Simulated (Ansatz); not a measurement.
Basis-set extrapolation for `C1CC1` (PBE0-D4/def2-TZVP geometry, frozen core, Ansatz 0.2.0). Multiplicity 1, RHF reference.

```
                      def2-TZVPP   def2-QZVPP
                 HF  -117.104359  -117.109871
    MP2 correlation    -0.515573    -0.547145
CCSD(T) correlation    -0.568089      not run
```

Energies in hartree. Use E(X) = E(∞) + A·exp(−7.88·√X) for Hartree–Fock and E(X) = E(∞) + B·X^(−2.97) for correlation, with X = 3 and 4, and add CCSD(T) minus MP2 of the smaller set to the MP2 limit.

**Question.** What is the CCSD(T) energy at the basis-set limit?

**Answer.** HF limit: -117.109871 + (-0.005512) × 0.13774 = -117.11063. MP2 limit: -0.547145 + (-0.031572) × 0.74074 = -0.57053. Higher-order term: -0.568089 − (-0.515573) = -0.05252. Total: -117.73368 hartree, 38.4 kcal/mol below CCSD(T)/def2-TZVPP.
